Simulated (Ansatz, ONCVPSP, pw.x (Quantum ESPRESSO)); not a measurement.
# What a changed setting does to a pw.x run (bcc La)

Potential: optimised norm-conserving Vanderbilt (ONCV), ONCVPSP 4.0.1.1 (patched build), PBEsol; core [Kr] 4d10, reference 5s2 5p6 5d1 6s2; waves: 5s+6s: rc 2.60 bohr, ncon 3, nbas 7, qcut 6 1/bohr, 2 projectors; 5p: rc 2.50 bohr, ncon 3, nbas 6, qcut 3.9 1/bohr, 2 projectors, debl 1.9 Ha; 5d: rc 3.40 bohr, ncon 5, nbas 10, qcut 3.9 1/bohr, 2 projectors, debl 0.6 Ha; f scattering state at 0.06 Ha: rc 2.70 bohr, ncon 3, nbas 6, qcut 4 1/bohr, 2 projectors, debl 2.6 Ha; local part: polynomial inside 2.05 bohr (lpopt 2, dvloc0 3 Ha); core correction: Teter function, fcfact 3.5, rcfact 1.6. In the f channel the program set the typed energies aside and used -0.161, 2.439 Ha.

The reference run (k-mesh 11³, cutoffs 50/200 Ry, Fermi–Dirac 0.01 Ry, mixing_beta 0.4, conv_thr 1e-9, no spin) gives 0.42 GPa at 34.935 Å³/atom, where all-electron LAPW gives 0.10 GPa. This run, with its own iteration cap, changes k-mesh points per axis to 8.

```
&control
  calculation='scf', prefix='x', pseudo_dir='./', outdir='./tmp', tstress=.true., disk_io='none'
/
&system
  ibrav=0, nat=1, ntyp=1, ecutwfc=50, ecutrho=200, nbnd=13,
  occupations='smearing', smearing='fd', degauss=0.01
/
&electrons
  conv_thr=1e-09, mixing_beta=0.4, electron_maxstep=60
/
ATOMIC_SPECIES
La 1.0 La.UPF
CELL_PARAMETERS angstrom
  -2.05936622 2.05936622 2.05936622
  2.05936622 -2.05936622 2.05936622
  2.05936622 2.05936622 -2.05936622
ATOMIC_POSITIONS crystal
La 0.0000 0.0000 0.0000
K_POINTS automatic
8 8 8 0 0 0
```

```bash
pw.x < La.scf.in > La.scf.out
```

How does the run end?

It converges in 8 iterations; the free energy moves by -7.9 meV/atom and the pressure by -0.11 GPa.

```
Message from routine setup:
     using ibrav=0 with symmetry is DISCOURAGED, use correct ibrav instead
     lattice parameter (alat)  =       6.7405  a.u.
     unit-cell volume          =     235.7531 (a.u.)^3
     number of electrons       =        11.00
     number of Kohn-Sham states=           13
     kinetic-energy cutoff     =      50.0000  Ry
     charge density cutoff     =     200.0000  Ry
     scf convergence threshold =      1.0E-09
     Exchange-correlation= PBESOL
     number of k points=    29  Fermi-Dirac smearing, width (Ry)=  0.0100
     iteration #  1     ecut=    50.00 Ry     beta= 0.40
     c_bands:  2 eigenvalues not converged
     c_bands:  2 eigenvalues not converged
     c_bands:  2 eigenvalues not converged
     [... 3 repeated lines left out ...]
     total energy              =     -71.35831217 Ry
     estimated scf accuracy    <       0.00355084 Ry
     iteration #  2     ecut=    50.00 Ry     beta= 0.40
     total energy              =     -71.35836457 Ry
     estimated scf accuracy    <       0.00050943 Ry
     iteration #  3     ecut=    50.00 Ry     beta= 0.40
     [... 8 repeated lines left out ...]
     total energy              =     -71.35848803 Ry
     estimated scf accuracy    <       0.00003787 Ry
     [... 2 iterations left out ...]
     iteration #  6     ecut=    50.00 Ry     beta= 0.40
     total energy              =     -71.35849235 Ry
     estimated scf accuracy    <       0.00000001 Ry
     iteration #  7     ecut=    50.00 Ry     beta= 0.40
     [... 1 repeated lines left out ...]
     total energy              =     -71.35849236 Ry
     estimated scf accuracy    <          7.2E-09 Ry
     iteration #  8     ecut=    50.00 Ry     beta= 0.40
     the Fermi energy is    11.6845 ev
!    total energy              =     -71.35849236 Ry
     estimated scf accuracy    <          1.9E-11 Ry
     smearing contrib. (-TS)   =      -0.00969606 Ry
     The total energy is F=E-TS. E is the sum of the following terms:
     one-electron contribution =      -4.27612637 Ry
     hartree contribution      =       7.24312732 Ry
     xc contribution           =     -17.73971909 Ry
     ewald contribution        =     -56.57607815 Ry
     convergence has been achieved in   8 iterations
          total   stress  (Ry/bohr**3)                   (kbar)     P=        3.19
     Message from routine punch:
     Nothing written, as per user request (disk_io='none')
```

The run took about 13 s on one core of a shared host (Neoverse-N1, 64 threads, 124 GiB, load 54).
